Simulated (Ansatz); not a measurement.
BS, a test of scalar relativity

Computed with Ansatz 0.2.0, Python API.

Typed at the interpreter:
```pycon
>>> import warnings
>>> import ansatz as az
>>> import numpy as np
>>> XC = 'b3lyp'
>>> warnings.simplefilter('ignore', az.DeckWarning)
>>> bs = (
...     az.Crystal.molecule()
...     .atom('B', (0.0, 0.0, 0.0))
...     .atom('S', (0.0, 0.0, 1.8))
... )
>>> calculation = (
...     bs.calculation()
...     .functional(XC)
...     .spin('collinear', total=1)
...     .forces()
... )
>>> # a set contracted for a scalar-relativistic Hamiltonian goes with the relativistic run
>>> sets = {'none': 'cc-pVTZ', 'scalar': 'cc-pVTZ-DK'}
>>> found = {kind: calculation.basis(gaussian=basis).pseudopotentials(relativity=kind).run(threads=1).report for kind, basis in sets.items()}
>>> for kind, each in found.items():
...     dipole = 4.803205 * np.linalg.norm(each['charge_distribution']['dipole_moment_e_ang'])
...     print(f'{kind:7s} E = {each["free_energy_ev"]:.4f} eV  dipole {dipole:.3f} D  largest force component {np.abs(each["forces_ev_ang"]).max():.4f} eV/A')
...
none    E = -11510.2264 eV  dipole 1.328 D  largest force component 4.8343 eV/A
scalar  E = -11540.0744 eV  dipole 1.309 D  largest force component 4.8251 eV/A
>>> print(f'relativity lowers the total energy by {found["none"]["free_energy_ev"] - found["scalar"]["free_energy_ev"]:.3f} eV')
relativity lowers the total energy by 29.848 eV
```

The total moves by -29.8 eV, nearly all in the cores, and the dipole from 1.33 to 1.31 D.

What to keep in mind:
- Total energies depend on the basis set; only differences at equal settings carry meaning.
- The geometry is a force-field or estimated start, not a minimum of this method. The basis set changes with the Hamiltonian (a set recontracted for scalar relativity), and most of the change in the total lies in the cores.
- The run takes the species as open-shell (spin multiplicity 2), which needn't be its ground state.
- b3lyp holds the VWN-RPA fit, as in Gaussian; the form of ORCA and Turbomole is b3lyp5.
- The spin state was assumed, and another may lie lower.
- Run time: 3.1 s on 1 thread of Arm Neoverse V1 (shared host), peak memory 0.18 GiB.
